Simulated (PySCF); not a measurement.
BF3, SMILES FB(F)F (connectivity only; charge and spin as stated), charge -1, multiplicity 2.

Coordinates come from a ωB97X-D3(BJ)/def2-SVPD optimisation. The multiplicity is an assumed one; other spin states were not compared. The isomer is the one that the SMILES or the coordinates give; other isomers of the formula were not compared.

Method: PySCF with PBE/def2-TZVPD.

 A positive occupied level means that this level leaves the electron formally unbound; only the finite basis holds it.

Computed frontier levels, dipole moment and polarisability:
| Item | Value |
|---|---|
| α spin, highest occupied and lowest empty level | 1.86 and 3.85 eV |
| β spin, highest occupied and lowest empty level | -3.04 and 3.38 eV |
| dipole moment about the centre of nuclear charge | 1.68 D |
| mean static polarisability | 67.4 bohr³ (9.99 Å³) |
| polarisability, principal values | 61.9, 61.9, 78.5 bohr³ |
| ⟨S²⟩ | 0.752 (pure state 0.75) |
